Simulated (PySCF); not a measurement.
Compound: C5H7N.
Atom-mapped SMILES: `[H]/[N:6]=[CH:5]/[C:3]([CH:2]=[CH2:1])=[CH2:4]` (hydrogens: H7, H8 on C1; H9 on C2; H10, H11 on C4; H12 on C5; H13 on N6)

The same species was optimised twice, with GFN2-xTB and with PBE0-D3(BJ)/def2-SVP (PySCF), and the same property calculations (PySCF, gas phase) were run on both structures.

```csv
coordinate,GFN2-xTB,PBE0-D3(BJ)/def2-SVP,change
C3–C5 (Å),1.467,1.484,+0.017
C1=C2 (Å),1.328,1.340,+0.012
C5=N6 (Å),1.261,1.270,+0.009
C2–C3 (Å),1.460,1.466,+0.006
C3=C4 (Å),1.341,1.346,+0.005
C3–C5–N6 (°),120.8,122.1,+1.3
C2–C3–C5 (°),120.4,119.8,-0.6
C2–C3–C4 (°),120.3,120.8,+0.5
C1–C2–C3 (°),127.9,127.6,-0.3
C4–C3–C5 (°),119.3,119.4,+0.1
C1–C2–C3–C4 (°),180,176,-4
C2–C3–C5–N6 (°),180,172,-8
```

Rotational constants: A = 6542, B = 2744, C = 1933 MHz (GFN2-xTB) against A = 6312, B = 2731, C = 1909 MHz (PBE0-D3(BJ)/def2-SVP). Atoms that the bonding makes alike are paired by their places after alignment.

On the GFN2-xTB structure: lowest singlet, TDDFT (eV) 4.48 [wB97X-D/def2-SVPD]; lowest triplet, Tamm–Dancoff (eV) 2.90 [wB97X-D/def2-SVPD]; isotropic polarisability (au) 71.4 [wB97X-D/def2-SVPD]; HOMO (eV) -8.64 [wB97X-D/def2-SVPD]; LUMO (eV) 0.15 [wB97X-D/def2-SVPD]; dipole (D) 1.46 [wB97X-D/def2-SVPD]; HOMO (eV) -6.84 [PBE0/pcSseg-1]; LUMO (eV) -1.53 [PBE0/pcSseg-1]; dipole (D) 1.42 [PBE0/pcSseg-1]; GIAO shielding of C1 (ppm) 70.4 [PBE0/pcSseg-1]; GIAO shielding of C2 (ppm) 41.1 [PBE0/pcSseg-1]; GIAO shielding of C3 (ppm) 41.5 [PBE0/pcSseg-1]; GIAO shielding of C4 (ppm) 55.0 [PBE0/pcSseg-1]; GIAO shielding of C5 (ppm) 21.1 [PBE0/pcSseg-1]; GIAO shielding of N6 (ppm) -90.8 [PBE0/pcSseg-1].

**Question.** What do these properties become on the PBE0-D3(BJ)/def2-SVP structure?

**Answer.** 
```
                                    property              level  on GFN2-xTB  on PBE0-D3(BJ)/def2-SVP  change
                  lowest singlet, TDDFT (eV)  wB97X-D/def2-SVPD         4.48                     4.64   +0.16
           lowest triplet, Tamm–Dancoff (eV)  wB97X-D/def2-SVPD         2.90                     2.89   -0.01
               isotropic polarisability (au)  wB97X-D/def2-SVPD         71.4                     72.6    +1.2
                                   HOMO (eV)  wB97X-D/def2-SVPD        -8.64                    -8.66   -0.02
                                   LUMO (eV)  wB97X-D/def2-SVPD         0.15                     0.11   -0.04
                                  dipole (D)  wB97X-D/def2-SVPD         1.46                     1.61   +0.15
energy, GFN2-xTB geometry as zero (kcal/mol)  wB97X-D/def2-SVPD          0.0                     -1.1    -1.1
                                   HOMO (eV)      PBE0/pcSseg-1        -6.84                    -6.86   -0.02
                                   LUMO (eV)      PBE0/pcSseg-1        -1.53                    -1.56   -0.03
                                  dipole (D)      PBE0/pcSseg-1         1.42                     1.57   +0.15
energy, GFN2-xTB geometry as zero (kcal/mol)      PBE0/pcSseg-1          0.0                     -0.8    -0.8
                  GIAO shielding of C1 (ppm)      PBE0/pcSseg-1         70.4                     66.3    -4.1
                  GIAO shielding of C2 (ppm)      PBE0/pcSseg-1         41.1                     38.5    -2.6
                  GIAO shielding of C3 (ppm)      PBE0/pcSseg-1         41.5                     39.2    -2.3
                  GIAO shielding of C4 (ppm)      PBE0/pcSseg-1         55.0                     53.7    -1.3
                  GIAO shielding of C5 (ppm)      PBE0/pcSseg-1         21.1                     15.5    -5.6
                  GIAO shielding of N6 (ppm)      PBE0/pcSseg-1        -90.8                    -90.7    +0.1
```

The heavy atoms differ by 0.048 Å rms after alignment. Among bonds between heavy atoms C3–C5 changes most (+0.017 Å). Changes are differences of the printed values. Neither structure is proved a minimum here.

Shape of the structure used: `[H]/[N:6]=[CH:5]/[C:3]([CH:2]=[CH2:1])=[CH2:4]`: C1–C2–C3–C4 176°, C2–C3–C5–N6 172°.

The pairwise dispersion term of wB97X-D wasn't added to the energies; at a given geometry it leaves orbitals and properties as they are.
